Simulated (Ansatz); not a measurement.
Input file:

```yaml
crystal:
  periodic: [false, false, false]
  atoms:
    - {symbol: Al, position_ang: [0.000000, 0.000000, 0.526733]}
    - {symbol: Ga, position_ang: [0.000000, 0.000000, -2.675267]}
    - {symbol: H, position_ang: [0.000000, 0.000000, 2.148533]}
basis:
  gaussian: {orbitals: 6-31G, occupation: {up: {"A1": 13, "A2": 1, "B1": 4, "B2": 5}, down: {"A1": 13, "A2": 1, "B1": 4, "B2": 4}}}
magnetization: {spin_polarized: false, initial_magnetization: 1}
correlation: {method: fci, electrons: outside_noble_gas}
```

```sh
$ ansatz run in.yaml --threads 1 --pin off --events-out ev --progress --plain --max-ram 2393MiB
```

Output:

```
712 factors; integrals over basis functions are off by at most 1.3e-7 eV
mean field evaluation 1: about -58921.0942 eV, gradient 6.5e0 eV
mean field evaluation 2: about -58921.5916 eV, gradient 7.2e-1 eV
mean field evaluation 4: about -58921.6339 eV, gradient 6.1e-1 eV
mean field evaluation 8: about -58921.6541 eV, gradient 5.8e-3 eV
mean field -58921.65410615 eV, -2165.3308498693 hartree, gradient 1.9e-6 eV, S^2 0.750000; 0 other end points of the search recorded, 0 dependent functions left out
mean field evaluation 16: about -58921.5624 eV, gradient 1.8e0 eV
mean field evaluation 32: about -58920.9648 eV, gradient 3.3e0 eV
mean field evaluation 64: about -58921.6658 eV, gradient 4.8e-2 eV
19 core orbitals not correlated: weight in the atoms' cores, before any rotation towards them, 1.000 or more for the frozen orbitals, at most 0.000 for the correlated occupied ones
reference -58921.65410615 eV, -2165.3308498693 hartree; 4, 3 occupied and 21, 22 virtual orbitals, 712 factors
state -58923.98770957 eV, -2165.4166082135 hartree
Total energy: -58923.98770957 eV, -2165.4166082135 hartree
```

Natural occupations: 1.9597 1.9308 1.8725 0.9621 0.0820 0.0672 0.0408 0.0303 0.0246 0.0070 0.0070 0.0061 0.0043 0.0018 0.0017 0.0009 0.0005 0.0002 0.0002 0.0001 0.0001 0.0001 0.0000 0.0000.

Ran on 1 thread of Arm Neoverse V2, shared host: 34 s wall, 0.83 GiB peak host memory.
